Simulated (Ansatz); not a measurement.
I need a single point from an input written key by key of LiO. Use Ansatz 0.2.0, Python API. Use: Hartree-Fock, cc-pVDZ basis, multiplicity 2.

```xyz
2

Li    0.0000    0.0000    0.0000
O     0.0000    0.0000    1.8850
```

The script, `deck_lio.py`:
```python
# -*- coding: utf-8 -*-
"""LiO through the session interface."""

import ansatz as az
import numpy as np
import pandas as pd

DECK = """
crystal:
  periodic: [false, false, false]
  atoms:
    - { symbol: Li, position_ang: [0.0, 0.0, 0.0] }
    - { symbol: O, position_ang: [0.0, 0.0, 1.885] }
magnetization:
  spin_polarized: true
  initial_magnetization: 1
basis:
  gaussian: { orbitals: cc-pVDZ }
hamiltonian:
  xc: hf
output:
  forces: true
"""


def main():
    session = az.Session.from_yaml(DECK)
    report = session.plan(threads=1).execute().report

    for key in ("converged", "free_energy_ev", "reference_energy_ev", "n_frozen", "n_occupied", "n_virtual"):
        print(f"{key:22s} {report[key]}")
    symbols = ["Li", "O"]
    field = report["mean_field"]
    print("<S^2> =", round(abs(field["state"]["spin_squared"]), 4), " all-electron relativity setting:", field["relativity"])
    print("passes:", field["passes"])
    if "symmetry" in field:
        print("occupied orbitals by irrep:", field["symmetry"]["occupied"])

    forces = np.array(report["forces_ev_ang"])
    print("largest force", round(float(np.linalg.norm(forces, axis=1).max()), 4), "eV/A, rms", round(float(np.sqrt((forces ** 2).mean())), 4))
    charges = report["charge_distribution"]
    table = pd.DataFrame({"atom": symbols, "mulliken": charges["mulliken_charges_e"], "lowdin": charges["lowdin_charges_e"]})
    print(table.round(3).to_string())
    print("dipole (e A):", np.round(charges["dipole_moment_e_ang"], 4) + 0.0)


if __name__ == "__main__":
    main()
```

```console
$ python deck_lio.py
converged              True
free_energy_ev         -2238.873495405354
reference_energy_ev    -2238.873495405354
n_frozen               0
n_occupied             [6, 5]
n_virtual              [22, 23]
<S^2> = 0.7593  all-electron relativity setting: none
passes: {'evaluations': 73, 'products': 68}
occupied orbitals by irrep: [{'A1': 4, 'B1': 1, 'B2': 1}, {'A1': 4, 'B1': 1}]
largest force 1.6197 eV/A, rms 0.9351
  atom  mulliken  lowdin
0   Li     0.582    0.15
1    O    -0.582   -0.15
dipole (e A): [ 0.      0.     -1.5477]
```

Total energies depend on the basis set; only differences at equal settings carry meaning. The geometry is a force-field or estimated start, not a minimum of this method, and the basis set is short of its limit. The run takes the species as open-shell (spin multiplicity 2), which needn't be its ground state. The Löwdin charges here are taken after orthogonalising the functions within each atom; they differ from plain Löwdin charges, and their signs can be unphysical. The spin state was assumed, and another may lie lower. Hardware and time: 0.5 s on 1 thread of Arm Neoverse V2, with other jobs on the host, peak memory 0.16 GiB.
